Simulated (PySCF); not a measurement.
For rock-salt NaF, PBE in PySCF (GTH pseudopotentials, Gaussian basis) gives:

- lattice parameter a = 4.721 Å
- bulk modulus = 44.0 GPa
- band gap at the measured cell = 6.36 eV

What does Hartree–Fock (GTH pseudopotentials, Gaussian basis; PySCF) give for the same quantities?


- lattice constant a: 4.609 Å (drops by 2.4 %)
- bulk modulus: 52.7 GPa (rises by 20 %)
- band gap at the measured cell: 18.45 eV (goes up by 12.09 eV)

For comparison: lattice constant a 4.582 Å (measured, static lattice: zero-point anharmonic expansion removed; as tabulated in Mejia-Rodriguez and Trickey (2018), arXiv:1807.09216); bulk modulus 53.1 GPa (measured, 0 K value with the zero-point phonon effect removed; as tabulated in Mejia-Rodriguez and Trickey (2018), arXiv:1807.09216); band gap 11.7 eV (measured, temperature not stated, no zero-point or thermal correction, sources range from 11.50 to 11.70; as tabulated in Koller et al. (2013), arXiv:1304.4470).

Changes are worked out from the printed values.

Unless a cell is named, each level is at its own relaxed cell (PBE 13.15, Hartree–Fock 12.24 Å³/atom).

Density-functional gaps are differences of (generalised) Kohn–Sham levels.
